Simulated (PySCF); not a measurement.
input.py for CCl⁻

Input:

```python
from pyscf import gto, scf
from pyscf.hessian import thermo

mol = gto.M(
    atom='C 0 0 0; Cl 0 0 2.047',
    basis='ano-rcc-vdzp',
    charge=-1,
    spin=2,
    verbose=4,
)
mf = scf.UHF(mol)
mf = mf.sfx2c1e()
mf.kernel()
hess = mf.Hessian().kernel()
print('wavenumber (cm^-1) =', thermo.harmonic_analysis(mol, hess)['freq_wavenumber'].round(1))
mf.dip_moment()
print('orbital energies (hartree):', [e[max(0, n-3):n+3].round(4) for e, n in zip(mf.mo_energy, mol.nelec)])
```

```bash
$ OMP_NUM_THREADS=1 python input.py
```

The log (some set-up lines and the per-cycle HOMO/LUMO lines with their warnings removed):

```
PySCF version 2.14.0

[INPUT] verbose = 4
[INPUT] num. atoms = 2
[INPUT] num. electrons = 24
[INPUT] charge = -1
[INPUT] spin (= nelec alpha-beta = 2S) = 2
[INPUT] symmetry False subgroup None
[INPUT] Mole.unit = angstrom
[INPUT] Symbol           X                Y                Z      unit          X                Y                Z       unit  Magmom
[INPUT]  1 C      0.000000000000   0.000000000000   0.000000000000 AA    0.000000000000   0.000000000000   0.000000000000 Bohr   0.0
[INPUT]  2 Cl     0.000000000000   0.000000000000   2.047000000000 AA    0.000000000000   0.000000000000   3.868269376985 Bohr   0.0

nuclear repulsion = 26.3683808079336
number of shells = 6
number of NR pGTOs = 139
number of NR cGTOs = 32
basis = ano-rcc-vdzp
ecp = {}

******** <class 'pyscf.x2c.sfx2c1e.sfX2C1eUHF'> ********
method = sfX2C1eUHF
initial guess = minao
damping factor = 0
level_shift factor = 0
DIIS = <class 'pyscf.scf.diis.CDIIS'>
diis_start_cycle = 1
diis_space = 8
diis_damp = 0
SCF conv_tol = 1e-09
SCF conv_tol_grad = None
SCF max_cycles = 50
direct_scf = True
direct_scf_tol = 1e-13
number electrons alpha = 13  beta = 11

******** <class 'pyscf.x2c.sfx2c1e.SpinFreeX2CHelper'> ********
approx = 1e
xuncontract = 1
Set gradient conv threshold to 3.16228e-05
init E= -498.240542082174

cycle= 1 E= -498.670280792677  delta_E= -0.43  |g|= 0.212  |ddm|=  1.5
cycle= 2 E= -498.703363822856  delta_E= -0.0331  |g|= 0.104  |ddm|= 0.34
cycle= 3 E= -498.711475530884  delta_E= -0.00811  |g|= 0.0335  |ddm|= 0.12
cycle= 4 E= -498.713512739179  delta_E= -0.00204  |g|= 0.0107  |ddm|= 0.0793
cycle= 5 E= -498.713791088727  delta_E= -0.000278  |g|= 0.00526  |ddm|= 0.0349
cycle= 6 E= -498.713863420899  delta_E= -7.23e-05  |g|= 0.00278  |ddm|= 0.0208
cycle= 7 E= -498.713890318181  delta_E= -2.69e-05  |g|= 0.00153  |ddm|= 0.0154
cycle= 8 E= -498.713902074571  delta_E= -1.18e-05  |g|= 0.000652  |ddm|= 0.0136
cycle= 9 E= -498.713904504883  delta_E= -2.43e-06  |g|= 0.000292  |ddm|= 0.00624
cycle= 10 E= -498.713904962344  delta_E= -4.57e-07  |g|= 6.63e-05  |ddm|= 0.00323
cycle= 11 E= -498.713904977062  delta_E= -1.47e-08  |g|= 1.29e-05  |ddm|= 0.000507
cycle= 12 E= -498.713904977469  delta_E= -4.07e-10  |g|= 5.04e-06  |ddm|= 6.58e-05
Extra cycle  E= -498.713904977506  delta_E= -3.65e-11  |g|= 2.48e-06  |ddm|= 9.95e-06
converged SCF energy = -498.713904977506  <S^2> = 2.0274584  2S+1 = 3.0182501
wavenumber (cm^-1) = [335.7]
Dipole moment(X, Y, Z, Debye): -0.00000, -0.00000, -5.34243
orbital energies (hartree): [array([-0.1985, -0.1253, -0.1253,  0.3741,  0.6783,  0.6877]), array([-0.2044, -0.2044, -0.1635,  0.4049,  0.4049,  0.4215])]
```

In short: E(SCF) = -498.713905 Eh, 12 cycles, ⟨S²⟩ = 2.027, wavenumbers 336 cm⁻¹.

It ran on AMD EPYC 9R14 (1 thread, shared host) in 28 s, peak memory 0.2 GiB.

The basis has no diffuse functions, which an anion needs. The bond length is a typed value, not an optimised one, so the wavenumber is not that of the minimum. The dipole of an ion depends on the origin. No search for the lowest solution was made.
